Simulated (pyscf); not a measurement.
`[Cl][Ga]` [singlet] + `[CH3]` [doublet] → `[CH3][Ga][Cl]` [doublet], gas phase, doublet surface. Structures and frequencies: ωB97X-D3(BJ)/def2-SVP in PySCF. Correlated levels are frozen-core, on RHF or UHF. ΔMP2 is the change of the MP2 total energy from the triple- to the quadruple-zeta basis. ΔG in kcal/mol from CCSD(T)/def2-TZVPP + ΔMP2(QZVPP) energies (ideal gas, 1 atm, RRHO with modes under 100 cm⁻¹ raised to 100, one conformer, R ln 2 for chiral ones without a mode under 150 cm⁻¹).

```tsv
T (K)	ΔG
298	-12.9
600	?
900	+4.1
1200	+12.2
```

Task: Fit a line to the three values, predict ΔG at 600 K, and estimate where the reaction turns unfavourable at 1 atm of each gas.

Result: Least squares gives ΔG = -21.2 + 27.9 × T/1000 K, so ΔS is about -117 J/(mol K) and ΔH about -21.2 kcal/mol over this range (ΔH at 298 K: -21.3). At 600 K the line gives -4.5; the computed value is -4.3. ΔG = 0 falls near 760 K; 1 kcal/mol in the energy moves that by 36 K. This is thermodynamics alone and says nothing of the barrier. The CCSD(T) − MP2 part came from Ansatz, without density fitting, on the same reference. The frozen core leaves the outer d or s,p core shells of the metals and heavy elements correlated in the MP2 and CC values, and def2-TZVPP describes them poorly, which can shift differences by a few kcal/mol. Elements up to Kr have no core potential and no relativistic terms here.
